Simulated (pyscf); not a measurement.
Single points on ωB97X-D3(BJ)/def2-SVP structures (PySCF, gas phase).

Q: For [HN=Si–Cl]• + hydrogen (H₂) → HN=SiH–Cl + H atom (H•), a hydrogen abstraction (doublet surface; H–H broken, H–Si formed), PBE/def2-TZVP gives ΔE‡ = 109.6 kJ/mol and ΔE = +102.0 kJ/mol (zero: the separated reactants). In which direction and how far do PBE0-D3(BJ)/def2-TZVP, M06-2X/def2-TZVP, ωB97M-D3(BJ)/def2-TZVP move these?

A: PBE0-D3(BJ): ΔE‡ = 104.0 kJ/mol, ΔE = +89.5 kJ/mol; M06-2X: ΔE‡ = 123.2 kJ/mol, ΔE = +94.7 kJ/mol; ωB97M-D3(BJ): ΔE‡ = 115.2 kJ/mol, ΔE = +89.2 kJ/mol. PBE's barrier lies among them. Its reaction energy lies over all of them, by 7.3 to 12.8 kJ/mol. HN=SiH–Cl lies 110.3 kJ/mol over its isomer H₂N–Si:–Cl [singlet] (electronic energy, ωB97M-D3(BJ)/def2-TZVP). This is the saddle that the search found; another between the same sides may lie lower. The angle at the transferred H is 173°.
